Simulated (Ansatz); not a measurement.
CH5BS, SMILES `BCS` at its PBE0-D4/def2-TZVP geometry, where that method's forces vanish. Charge 0, multiplicity 1.

```xyz
8

B    -0.5295   -0.6996   -0.5653
C     0.0683    0.6476   -0.0916
S     0.9201    0.7248    1.5047
H    -0.2922   -1.7357   -0.0143
H    -1.2171   -0.7021   -1.5457
H    -0.7033    1.4249   -0.1094
H     0.7637    0.9377   -0.8967
H     0.9900   -0.5976    1.7184
```

Q: What forces (eV/Å) does PBE-D4/def2-TZVPP give on these atoms in the Gaussian-basis code of Ansatz? (An estimate is asked.)

A: Computed: 
```
B1   0.010  0.051 -0.032
C2  -0.100 -0.244  0.016
S3   0.156  0.323  0.246
H4   0.027 -0.105  0.062
H5  -0.074 -0.001 -0.106
H6  -0.150  0.175 -0.029
H7   0.127  0.071 -0.192
H8   0.005 -0.270  0.035
```
